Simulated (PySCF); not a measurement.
Below is a simulated gas-phase N 1s photoelectron spectrum of 2-pyrazoline (`C1=NNCC1`).

Every computed line was given a Gaussian of 1.0 eV full width at half maximum and an area set by the number of equivalent atoms; the highest printed point is 100. Computed with delta-SCF UKS SCAN, pcX-2 on the ionised atom, pcseg-1 elsewhere, spin-free X2C in PySCF 2.14.0.

(binding energy (eV), intensity): (404.0, 0), (404.1, 1), (404.2, 1), (404.3, 2), (404.4, 4), (404.5, 7), (404.6, 11), (404.7, 18), (404.8, 26), (404.9, 37), (405.0, 50), (405.1, 64), (405.2, 77), (405.3, 89), (405.4, 97), (405.5, 100), (405.6, 98), (405.7, 91), (405.8, 81), (405.9, 67), (406.0, 54), (406.1, 40), (406.2, 29), (406.3, 20), (406.4, 13), (406.5, 8), (406.6, 4), (406.7, 2), (406.8, 1), (406.9, 1), (407.0, 0), (407.1, 0)

Task: Count the maxima, the lines and the sites behind this envelope.

Result: The curve has 1 maximum (at 405.5 eV). Under it lie 2 lines from 2 inequivalent nitrogen sites. At this width some lines have no maximum of their own.

Task: Decompose the envelope and assign each component. Numbering: `[CH:1]1=[N:2][NH:3][CH2:4][CH2:5]1`.

Result: 
```
position (eV)  relative area  line  atoms                    environment
       405.42              1  N 1s     N2                   C=N nitrogen
       405.61              1  N 1s     N3  nitrogen bonded to C, N and H
```

Task: Above which line width would these two lines show one maximum?

Result: Two equal Gaussians merge once their distance is under 2σ = FWHM/1.177. With 0.19 eV between them that is a full width over 0.22 eV.

The 2 N 1s values lie within 0.19 eV of each other; Gaussian lines of 0.5 eV full width would blend them into one maximum.

Shake-up satellites, vibrational structure and lifetime widths aren't simulated. The unrestricted hole states depart most from a pure doublet (⟨S²⟩ = 0.75; over 0.85 named) for N 1s of N2 (atom 2) (0.86), which makes this value less certain. The structure is a single GFN2-xTB conformer in the gas phase; no vibrational or solvent corrections.
